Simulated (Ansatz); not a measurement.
**CH5OSi radical: a ladder of functionals and wavefunction methods**

One table from this session's results is given with a row withheld; the runs are named, their logs left out.

Program: Ansatz 0.2.0, Gaussian basis. Level of theory: functionals in def2-TZVPP, the program's frozen cores in correlated methods. These are calculated values, not measurements.

Plan: LDA (SPW92), PBE-D4, revPBE-D4, BLYP-D4, r2SCAN-D4, B97M-V, PBE0-D4, B3LYP-D4, r2SCANh-D4, r2SCAN0-D4, HSE06-D4, BHLYP-D4, CAM-B3LYP-D4, LC-ωPBE, ωB97X-V, ωB97M-V, B2PLYP, PBE-QIDH; CCSD(T)/def2-SVP; CCSD(T)/def2-TZVPP; MP2/def2-QZVPP; extrapolation to the limit; RPA on PBE.

### The relaxed structure

An earlier PBE0-D4 in a triple-zeta def2 set relaxation fixed the geometry.

SMILES `[CH2][SiH2]O`, 8 atoms, charge 0, spin multiplicity 2.

Atoms are counted from 1 here; the program's logs count them from 0.

Bond lengths: C1–Si2 1.840 Å, C1–H4 1.086 Å, C1–H5 1.087 Å, Si2–O3 1.650 Å, Si2–H6 1.485 Å, Si2–H7 1.490 Å, O3–H8 0.958 Å. Angles: Si2–C1–H4 122.8°, Si2–C1–H5 122.5°, H4–C1–H5 114.6°, C1–Si2–O3 112.2°, C1–Si2–H6 111.4°, C1–Si2–H7 108.0°, O3–Si2–H6 104.2°, O3–Si2–H7 111.6°, H6–Si2–H7 109.4°, Si2–O3–H8 117.1°.

The first run:

Input file in.yaml:

```yaml
crystal:
  periodic: [false, false, false]
  atoms:
    - {symbol: C, position_ang: [-0.861528, 0.517820, -0.791352]}
    - {symbol: Si, position_ang: [0.653968, -0.005157, 0.111133]}
    - {symbol: O, position_ang: [0.302834, -0.724415, 1.554445]}
    - {symbol: H, position_ang: [-0.970839, 0.416758, -1.867023]}
    - {symbol: H, position_ang: [-1.703063, 0.991524, -0.293315]}
    - {symbol: H, position_ang: [1.495578, 1.161108, 0.480616]}
    - {symbol: H, position_ang: [1.431000, -0.912302, -0.779760]}
    - {symbol: H, position_ang: [-0.255850, -1.502336, 1.529357]}
basis:
  gaussian: {orbitals: def2-TZVPP}
magnetization: {spin_polarized: true, initial_magnetization: 1}
hamiltonian: {xc: lda}
output: {orbitals: {seedname: orbitals}}
```

Among the steps run: LDA; PBE-D4 (GGA); revPBE-D4 (GGA); BLYP-D4 (GGA); r2SCAN-D4 (meta-GGA); B97M-V (meta-GGA); PBE0-D4 (hybrid); B3LYP-D4 (hybrid); r2SCANh-D4 (hybrid); r2SCAN0-D4 (hybrid); HSE06-D4 (hybrid); BHLYP-D4 (hybrid); CAM-B3LYP-D4 (range-separated); LC-ωPBE-D4 (range-separated; the results give it without D4); ωB97X-V (range-separated); ωB97M-V (range-separated); B2PLYP (double hybrid); PBE-QIDH (double hybrid).

One of the session's tables, all rows but one given; the rest of the session is left out.

It belongs to the step «Orbital energies across the functionals». 

```
  functional  HOMO (eV)  LUMO (eV)  gap (eV)
 LDA (SPW92)          ?          ?         ?
      PBE-D4      -5.77      -3.73      2.04
   revPBE-D4      -5.74      -3.58      2.17
     BLYP-D4      -5.55      -3.73      1.82
   r2SCAN-D4      -6.25      -3.10      3.14
      B97M-V      -6.05      -3.53      2.52
     PBE0-D4      -7.15      -2.50      4.65
    B3LYP-D4      -6.80      -2.95      3.85
  r2SCANh-D4      -6.75      -2.69      4.06
  r2SCAN0-D4      -7.51      -2.09      5.42
    HSE06-D4      -6.75      -2.90      3.85
    BHLYP-D4      -8.31      -1.42      6.90
CAM-B3LYP-D4      -8.47      -1.50      6.97
     LC-ωPBE     -10.03       0.02     10.05
     ωB97X-V      -9.41      -0.51      8.90
     ωB97M-V      -9.20      -0.68      8.52
```

Q: Estimate the row for LDA (SPW92) from the others.

As computed: HOMO (eV): -5.75; LUMO (eV): -4.30; gap (eV): 1.45. In the column «HOMO (eV)» it lies between PBE-D4 (-5.77) and revPBE-D4 (-5.74).
